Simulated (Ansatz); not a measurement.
# C2H2S (SMILES C#CS): RPA@PBE0/def2-SVPD

Aim: the vertical electron affinity of C2H2S at RPA@PBE0/def2-SVPD, from 2 runs. 

The results are computed with Ansatz 0.2.0.

48 further runs of the same task are left out: 48 set aside as unsound or not needed.

## Step 1: The structure to begin with

C2H2S: 5 atoms, total charge 0, spin state singlet. As SMILES, `C#CS`. The shape is that of a PBE0-D4/def2-TZVP optimisation.

Bond lengths: C1–C2 1.204 Å, C2–S3 1.679 Å, C1–H4 1.064 Å, S3–H5 1.346 Å. Angles: C1–C2–S3 175.2°, C2–C1–H4 179.3°, C2–S3–H5 96.7°.

## Step 2: The energy at RPA@PBE0/def2-SVPD

Input file run.yaml:

```yaml
crystal:
  periodic: [false, false, false]
  atoms:
    - {symbol: C, position_ang: [-1.196800, -0.342000, 0.001900]}
    - {symbol: C, position_ang: [0.000700, -0.223700, 0.026100]}
    - {symbol: S, position_ang: [1.678900, -0.197600, 0.083400]}
    - {symbol: H, position_ang: [-2.256800, -0.433400, -0.021800]}
    - {symbol: H, position_ang: [1.823900, 1.123100, -0.131000]}
basis:
  gaussian:
    orbitals: def2-SVPD
accuracy: high
hamiltonian:
  xc: pbe0
correlation:
  method: rpa
  frozen_orbitals: {C: 1, H: 0, S: 5}
total_charge: 0
```

Launch:

```bash
$ ansatz run run.yaml --threads 1 --pin off --max-ram 3480MiB --events-out events.jsonl --progress --plain --runs-dir runs
```

Standard output:

```text
Warning: RAYON_NUM_THREADS=1 ignored (pool sized by the plan → 1); use --threads N
Functional definition: PBE0
  name "PBE0"
  parameter a = 0.25
  parameter kappa = 0.804
  parameter beta = 0.06672455060314922
  exchange = (1 - a)*pbe_x(kappa = kappa, mu = beta*pi^2/3) + a*exact_x
  correlation = pbe_c(beta = beta)
1540 factors; integrals over basis functions are off by at most 3.7e-9 eV
mean field evaluation 1: about -12924.5652 eV, gradient 3.8e1 eV
mean field evaluation 2: about -12924.5633 eV, gradient 3.8e1 eV
mean field evaluation 4: about -12928.1635 eV, gradient 9.5e0 eV
mean field evaluation 8: about -12928.4066 eV, gradient 9.0e-2 eV
mean field evaluation 16: about -12928.4067 eV, gradient 8.5e-7 eV
mean field -12928.40665142 eV, -475.1101812508 hartree, gradient 1.9e-8 eV, S^2 0.000000; 0 other end points of the search recorded, 0 dependent functions left out
7 core orbitals not correlated: weight in the atoms' cores, before any rotation towards them, 1.000 or more for the frozen orbitals, at most 0.000 for the correlated occupied ones
reference -12902.54592836 eV, -474.1598172073 hartree; 8, 8 occupied and 68, 68 virtual orbitals, 1540 factors
Total energy: -12918.32362475 eV, -474.7396368553 hartree
```

Run time: 6.9 s. Hardware: 1 thread of Arm Neoverse V1, shared host; peak memory 0.22 GiB.

## Step 3: The doublet anion, same level

Input file molecule.yaml:

```yaml
crystal:
  periodic: [false, false, false]
  atoms:
    - {symbol: C, position_ang: [-1.196800, -0.342000, 0.001900]}
    - {symbol: C, position_ang: [0.000700, -0.223700, 0.026100]}
    - {symbol: S, position_ang: [1.678900, -0.197600, 0.083400]}
    - {symbol: H, position_ang: [-2.256800, -0.433400, -0.021800]}
    - {symbol: H, position_ang: [1.823900, 1.123100, -0.131000]}
basis:
  gaussian:
    orbitals: def2-SVPD
total_charge: -1
magnetization:
  spin_polarized: true
  initial_magnetization: 1
hamiltonian:
  xc: pbe0
correlation:
  method: rpa
  frozen_orbitals: {C: 1, H: 0, S: 5}
accuracy: high
```

Launch:

```bash
$ ansatz run molecule.yaml --threads 1 --pin off --max-ram 3480MiB --events-out events.jsonl --progress --plain --runs-dir runs
```

Standard output, shortened:

```text
Warning: RAYON_NUM_THREADS=1 ignored (pool sized by the plan → 1); use --threads N
[... 2 set-up lines as earlier in the session ...]
[...]
1540 factors; integrals over basis functions are off by at most 3.7e-9 eV
[...]
mean field -12927.15644258 eV, -475.0642369234 hartree, gradient 6.3e-8 eV, S^2 0.751333; 10 other end points of the search recorded, 0 dependent functions left out
7 core orbitals not correlated: weight in the atoms' cores, before any rotation towards them, 1.000 or more for the frozen orbitals, at most 0.000 for the correlated occupied ones
reference -12900.45731216 eV, -474.0830619778 hartree; 9, 8 occupied and 67, 68 virtual orbitals, 1540 factors
Total energy: -12916.98384516 eV, -474.6904008635 hartree
```

Wall time 25 s (1 thread of Arm Neoverse V1, shared host); peak memory 0.34 GiB.

## Step 4: What came out

At RPA@PBE0/def2-SVPD, 7 core orbitals frozen:

```
                                         quantity          value
                      singlet C2H2S: total energy  -474.73964 Eh
  singlet C2H2S: RPA correlation energy (valence)     -579.8 mEh
                      doublet anion: total energy  -474.69040 Eh
  doublet anion: RPA correlation energy (valence)     -607.3 mEh
 doublet anion: ⟨S²⟩ of the reference determinant          0.751
vertical electron affinity (to the doublet anion)      -1.340 eV
```

What this shows: The anion lies 1.34 eV (129 kJ/mol) above the neutral: the electron isn't bound at this level, and such a value depends on the basis.
